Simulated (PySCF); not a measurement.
dimethylformamide, C3H7NO, SMILES CN(C)C=O, point group Cs.

Force field and properties: B3LYP/pcSseg-1 (PySCF, grid level 2). Vibrational terms come from second-order perturbation theory with semi-diagonal cubic constants, by steps of ±0.6 along the normal coordinates of each isotopologue. The parent has the commonest isotopes.

Equilibrium geometry (Å):

```
atom        x        y        z
  C1   1.3092  -0.0693  -0.4220
  N2  -0.0838   0.1200  -0.0713
  C3  -0.6842  -0.8171   0.8623
  C4  -0.8251   1.1406  -0.5904
  O5  -1.9946   1.3649  -0.3455
  H6   1.9531  -0.0056   0.4659
  H7   1.4692  -1.0491  -0.8925
  H8   1.6196   0.7064  -1.1282
  H9  -0.1582  -0.7953   1.8259
 H10  -1.7258  -0.5276   1.0120
 H11  -0.6443  -1.8399   0.4648
 H12  -0.2304   1.7693  -1.2850
```

Q: Give the equilibrium and ground-state rotational constants (MHz) of parent; ²H at 9.

A: 
```
species      Ae      Be      Ce      A0      B0      C0  Δ0 (u Å²)  harmonic ZPE (cm⁻¹)
 parent  8906.7  4178.5  2950.4  8823.3  4155.8  2930.5     -6.429                22339
²H at 9  8334.5  4113.4  2877.5  8259.1    4091  2857.9     -7.892                21642
```

Δ0 = Ic − Ia − Ib from the ground-state constants.

Q: How is the parent's vibrational correction B0 − Be made up?

A: 
```tsv
axis	harmonic	Coriolis	cubic	total (MHz)
a	16.8	-28.1	-72.1	-83.4
b	5.33	-7.99	-20	-22.7
c	1.39	-1.91	-19.4	-19.9
```

Q: And its quartic centrifugal distortion constants from the harmonic force field?

A: Asymmetric top, A reduction, Ir representation: ΔJ = 0.588 kHz, ΔJK = 4.66 kHz, ΔK = 2.43 kHz, δJ = 0.168 kHz, δK = 2.19 kHz.

Q: Which nuclear quadrupole couplings χaa, χbb, χcc (MHz) does the parent show, at equilibrium and averaged?

A: 14N at 2: 2.4, 2.6, -5.0 and 2.4, 2.6, -5.0.

A mode lies under 250 cm⁻¹, where this perturbation treatment is rough. Internal rotors are held in one well.
